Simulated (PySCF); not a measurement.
# Bonding in methylenecyclopentane

Compound: methylenecyclopentane, C₆H₁₀.
Atom-mapped SMILES: `[CH2:1]=[C:2]1[CH2:3][CH2:4][CH2:5][CH2:6]1` (hydrogens: H7, H8 on C1; H9, H10 on C3; H11, H12 on C4; H13, H14 on C5; H15, H16 on C6)

Geometry (PBE0-D3(BJ)/def2-SVP, Å), atoms numbered from 1 in this order:
```xyz
16
C6H10 angstrom
C      2.2653   -0.2063   -0.0616
C      0.9367   -0.0865   -0.0260
C     -0.0191   -1.0076    0.7054
C     -1.3567   -0.2631    0.6972
C     -1.3232    0.5086   -0.6222
C      0.1254    0.9958   -0.7099
H      2.7824   -1.0065    0.4759
H      2.8852    0.4927   -0.6302
H      0.3363   -1.2735    1.7124
H     -0.1125   -1.9530    0.1414
H     -1.3964    0.4471    1.5410
H     -2.2268   -0.9298    0.7919
H     -1.5405   -0.1778   -1.4586
H     -2.0607    1.3237   -0.6707
H      0.4662    1.1953   -1.7371
H      0.2381    1.9407   -0.1487
```

Bond orders from the PBE0/pcSseg-1 density (PySCF). Isolated species at its PBE0-D3(BJ)/def2-SVP geometry (one conformer only).

Task: How far do the computed orders between heavy atoms stray from the drawn ones?

Result: The largest departure is 0.025, at C4–C5 (drawn single, 1.025), C3–C4 (drawn single, 1.022) and C5–C6 (drawn single, 1.022).

Task: Set the Mayer orders of the bonds beside their lengths.

Result: 
| bond | drawn as | length (Å) | Mayer order |
| --- | --- | --- | --- |
| C1–C2 | double | 1.334 | 2.017 |
| C2–C3 | single | 1.516 | 1.001 |
| C3–C4 | single | 1.531 | 1.022 |
| C4–C5 | single | 1.529 | 1.025 |
| C5–C6 | single | 1.531 | 1.022 |
| C6–C2 | single | 1.516 | 1.001 |
| C1–H7 | single | 1.094 | 0.947 |
| C1–H8 | single | 1.094 | 0.947 |
| C3–H9 | single | 1.101 | 0.950 |
| C3–H10 | single | 1.105 | 0.936 |
| C4–H11 | single | 1.104 | 0.950 |
| C4–H12 | single | 1.100 | 0.958 |
| C5–H13 | single | 1.104 | 0.950 |
| C5–H14 | single | 1.100 | 0.958 |
| C6–H15 | single | 1.101 | 0.950 |
| C6–H16 | single | 1.105 | 0.936 |

By pair of heavy elements: C–C: lowest C2–C3 and C6–C2 (1.001, 1.516 Å), highest C1–C2 (2.017, 1.334 Å); in 6 of the 15 pairs the longer bond (by over 0.003 Å) has the higher order (by 0.02 or more). Bonds named together lie within 0.004.

Task: Sum the orders of all bonds at each heavy atom with more than one neighbour and set the sums beside the valence in the SMILES.

Result: C1 3.911 (drawn 4), C2 4.019 (drawn 4), C3 3.909 (drawn 4), C4 3.955 (drawn 4), C5 3.955 (drawn 4), C6 3.909 (drawn 4). Orders between atoms that aren't bonded are not in these sums.

For a closed shell the Mayer order of atoms A and B is Σ (PS)μν (PS)νμ over the basis functions μ on A and ν on B, with P the density and S the overlap matrix.

The run behind these numbers computed NMR shieldings as well. On one thread, Arm Neoverse V2, shared host, this took 12 s wall.
